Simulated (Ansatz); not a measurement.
# One shape, several levels: triplet AlH3

Aim: a comparison of 6 runs (UB3LYP/6-31G*, U-r2SCAN/def2-TZVPPD, U-wB97X/def2-TZVPPD, UB2PLYP/def2-TZVPPD, UPBE/def2-TZVPPD, RPA@PBE0/def2-TZVPPD) of triplet AlH3. 

The results are computed with Ansatz 0.2.0.

35 further runs of the same task are left out: 1 that didn't finish, 34 set aside as unsound or not needed.

### 1 The system as given

AlH3: 4 atoms, total charge 0, spin state triplet. As SMILES of the parent species, `[AlH3]`. The shape is that of a PBE0-D4/def2-TZVP optimisation. That shape belongs to the parent species and isn't relaxed for this state.

Bond lengths: Al1–H2 1.586 Å, Al1–H3 1.586 Å, Al1–H4 1.586 Å. Angles: H2–Al1–H3 120.0°, H2–Al1–H4 120.0°, H3–Al1–H4 120.0°.

### 2 A single-point energy at UB3LYP/6-31G(d) (spherical functions) (run 1)

Input file molecule.yaml:

```yaml
crystal:
  periodic: [false, false, false]
  atoms:
    - {symbol: Al, position_ang: [0.013700, -0.014800, -0.005100]}
    - {symbol: H, position_ang: [0.633200, 0.670900, 1.283600]}
    - {symbol: H, position_ang: [-1.340800, -0.832000, 0.105100]}
    - {symbol: H, position_ang: [0.749400, 0.115700, -1.403900]}
basis:
  gaussian:
    orbitals: 6-31G_st_-spherical.json
output: {orbitals: {seedname: orbitals}}
magnetization:
  spin_polarized: true
  initial_magnetization: 2
hamiltonian:
  xc: {name: B3LYP}
accuracy: high
```

The basis set 6-31G* is read from a file made from the Basis Set Exchange's data (not shown).

Command:

```
ansatz run molecule.yaml --threads 1 --pin off --max-ram 3480MiB --events-out events.jsonl --progress --plain --runs-dir runs
```

The log of the run:

```text
Warning: RAYON_NUM_THREADS=1 ignored (pool sized by the plan → 1); use --threads N
Functional definition: B3LYP
  name "B3LYP"
  parameter a0 = 0.2
  parameter ax = 0.72
  parameter ac = 0.81
  exchange = (1 - a0 - ax)*slater_x + ax*b88_x + a0*exact_x
  correlation = (1 - ac)*vwn_rpa_c + ac*lyp_c
453 factors; integrals over basis functions are off by at most 3.6e-9 eV
mean field evaluation 1: about -6639.6980 eV, gradient 5.9e0 eV
mean field evaluation 2: about -6637.6526 eV, gradient 1.3e1 eV
mean field evaluation 4: about -6639.9901 eV, gradient 3.0e0 eV
mean field evaluation 8: about -6640.0939 eV, gradient 2.7e-1 eV
mean field evaluation 16: about -6640.0960 eV, gradient 3.2e-4 eV
mean field evaluation 32: about -6640.0946 eV, gradient 1.5e-1 eV
mean field -6640.09599669 eV, -244.0190270597 hartree, gradient 9.7e-8 eV, S^2 2.004678; 3 other end points of the search recorded, 0 dependent functions left out
reference -6640.09603018 eV, -244.0190282905 hartree; 9, 7 occupied and 15, 17 virtual orbitals, 453 factors
Total energy: -6640.09603018 eV, -244.0190282905 hartree
```

Run time: 5.1 s. Hardware: 1 thread of Arm Neoverse V1, shared host; peak memory 0.11 GiB.

### 3 A single-point energy at U-r2SCAN/def2-TZVPPD (run 2)

Input file molecule.yaml:

```yaml
crystal:
  periodic: [false, false, false]
  atoms:
    - symbol: Al
      position_ang: [0.013700, -0.014800, -0.005100]
    - symbol: H
      position_ang: [0.633200, 0.670900, 1.283600]
    - symbol: H
      position_ang: [-1.340800, -0.832000, 0.105100]
    - symbol: H
      position_ang: [0.749400, 0.115700, -1.403900]
basis:
  gaussian:
    orbitals: def2-TZVPPD.json
accuracy: high
hamiltonian:
  xc: {name: r2SCAN}
output:
  orbitals: {seedname: orbitals}
magnetization:
  spin_polarized: true
  initial_magnetization: 2
```

The basis set def2-TZVPPD is read from a file made from the Basis Set Exchange's data (not shown).

Command:

```
ansatz run molecule.yaml --threads 1 --pin off --max-ram 3480MiB --events-out events.jsonl --progress --plain --runs-dir runs
```

The log of the run:

```text
Warning: RAYON_NUM_THREADS=1 ignored (pool sized by the plan → 1); use --threads N
Functional definition: r2SCAN
  name "r2SCAN"
  parameter k0 = 0.174
  parameter k1 = 0.065
  parameter a1 = 4.9479
  exchange = r2scan_x(k0 = k0, k1 = k1, a1 = a1)
  correlation = r2scan_c
1496 factors; integrals over basis functions are off by at most 3.3e-9 eV
mean field evaluation 1: about -6638.9284 eV, gradient 7.8e0 eV
mean field evaluation 2: about -6637.0677 eV, gradient 1.5e1 eV
mean field evaluation 4: about -6638.5946 eV, gradient 9.0e0 eV
mean field evaluation 8: about -6639.1402 eV, gradient 5.5e0 eV
mean field evaluation 16: about -6639.5273 eV, gradient 2.3e-8 eV
mean field evaluation 32: about -6639.5272 eV, gradient 1.1e-4 eV
mean field -6639.52734302 eV, -243.9981294225 hartree, gradient 1.1e-8 eV, S^2 2.008525; 3 other end points of the search recorded, 0 dependent functions left out
reference -6639.52734689 eV, -243.9981295650 hartree; 9, 7 occupied and 90, 92 virtual orbitals, 1496 factors
Total energy: -6639.52734689 eV, -243.9981295650 hartree
```

Wall time 29 s (1 thread of Arm Neoverse V1, shared host); peak memory 0.31 GiB.

Runs 3 to 4 aren't shown in full; the table further down has their settings and results.

### 4 The energy at UPBE/def2-TZVPPD (run 5)

Input file job.yaml:

```yaml
crystal:
  periodic: [false, false, false]
  atoms:
    - {symbol: Al, position_ang: [0.013700, -0.014800, -0.005100]}
    - {symbol: H, position_ang: [0.633200, 0.670900, 1.283600]}
    - {symbol: H, position_ang: [-1.340800, -0.832000, 0.105100]}
    - {symbol: H, position_ang: [0.749400, 0.115700, -1.403900]}
basis:
  gaussian:
    orbitals: def2-TZVPPD.json
magnetization:
  spin_polarized: true
  initial_magnetization: 2
hamiltonian:
  xc: pbe
accuracy: high
output: {orbitals: {seedname: orbitals}}
```

The basis set def2-TZVPPD is read from a file made from the Basis Set Exchange's data (not shown).

Command:

```
ansatz run job.yaml --threads 1 --pin off --max-ram 3480MiB --events-out events.jsonl --progress --plain --runs-dir runs
```

The log of the run:

```text
Warning: RAYON_NUM_THREADS=1 ignored (pool sized by the plan → 1); use --threads N
Functional definition: PBE
  name "PBE"
  parameter kappa = 0.804
  parameter beta = 0.06672455060314922
  exchange = pbe_x(kappa = kappa, mu = beta*pi^2/3)
  correlation = pbe_c(beta = beta)
1496 factors; integrals over basis functions are off by at most 3.3e-9 eV
mean field evaluation 1: about -6635.6356 eV, gradient 8.8e0 eV
mean field evaluation 2: about -6632.1445 eV, gradient 1.9e1 eV
mean field evaluation 4: about -6635.3706 eV, gradient 9.6e0 eV
mean field evaluation 8: about -6636.0642 eV, gradient 5.4e0 eV
mean field evaluation 16: about -6636.4313 eV, gradient 2.7e-8 eV
mean field evaluation 32: about -6636.4313 eV, gradient 1.5e-4 eV
mean field evaluation 64: about -6636.3762 eV, gradient 4.3e-1 eV
mean field -6636.43143176 eV, -243.8843567824 hartree, gradient 2.8e-8 eV, S^2 2.003208; 6 other end points of the search recorded, 0 dependent functions left out
reference -6636.43143537 eV, -243.8843569152 hartree; 9, 7 occupied and 90, 92 virtual orbitals, 1496 factors
Total energy: -6636.43143537 eV, -243.8843569152 hartree
```

It took 15 s on 1 thread of Arm Neoverse V1, shared host; peak memory 0.24 GiB.

### 5 A single-point energy at RPA@PBE0/def2-TZVPPD (run 6)

Input file run.yaml:

```yaml
crystal:
  periodic: [false, false, false]
  atoms:
    - {symbol: Al, position_ang: [0.013700, -0.014800, -0.005100]}
    - {symbol: H, position_ang: [0.633200, 0.670900, 1.283600]}
    - {symbol: H, position_ang: [-1.340800, -0.832000, 0.105100]}
    - {symbol: H, position_ang: [0.749400, 0.115700, -1.403900]}
basis:
  gaussian:
    orbitals: def2-TZVPPD.json
magnetization:
  spin_polarized: true
  initial_magnetization: 2
hamiltonian:
  xc: {name: PBE0}
correlation:
  method: rpa
  frozen_orbitals: {Al: 5, H: 0}
accuracy: high
```

The basis set def2-TZVPPD is read from a file made from the Basis Set Exchange's data (not shown).

Command:

```
ansatz run run.yaml --threads 1 --pin off --max-ram 3480MiB --events-out events.jsonl --progress --plain --runs-dir runs
```

The log of the run, cut to the lines that bear on the results:

```text
Warning: RAYON_NUM_THREADS=1 ignored (pool sized by the plan → 1); use --threads N
Functional definition: PBE0
  name "PBE0"
[...]
1496 factors; integrals over basis functions are off by at most 3.3e-9 eV
[...]
mean field -6636.90812197 eV, -243.9018748244 hartree, gradient 3.4e-8 eV, S^2 2.005748; 4 other end points of the search recorded, 0 dependent functions left out
5 core orbitals not correlated: weight in the atoms' cores, before any rotation towards them, 1.000 or more for the frozen orbitals, at most 0.000 for the correlated occupied ones
reference -6624.27272031 eV, -243.4375323782 hartree; 4, 2 occupied and 90, 92 virtual orbitals, 1496 factors
Total energy: -6629.94833843 eV, -243.6461074969 hartree
```

Run time: 22 s. Hardware: 1 thread of Arm Neoverse V1, shared host; peak memory 0.27 GiB.

### 6 Overview of the runs

```
run                                level  frozen core orbitals  energy (Eh)  HOMO energy (eV)   ⟨S²⟩  wall time
  1  UB3LYP/6-31G* (spherical functions)                     –  -244.019028             -3.88  2.005      5.1 s
  2                 U-r2SCAN/def2-TZVPPD                     –  -243.998130             -3.70  2.009       29 s
  3                  U-wB97X/def2-TZVPPD                     –  -243.998211             -6.00  2.007      2 min
  4                  UB2PLYP/def2-TZVPPD                     5  -243.891363             -4.69  2.033       20 s
  5                     UPBE/def2-TZVPPD                     –  -243.884357             -3.48  2.003       15 s
  6                 RPA@PBE0/def2-TZVPPD                     5  -243.646107                 –  2.006       22 s
```

### 7 Outcome

| quantity | value |
| --- | --- |
| run 6: total energy | -243.64611 Eh |
| run 6: RPA correlation energy (valence) | -208.6 mEh |
| run 6: ⟨S²⟩ of the reference determinant | 2.006 |

Totals of different functionals can't be ranked against each other. All runs together took 3.5 min, the longest 2 min.
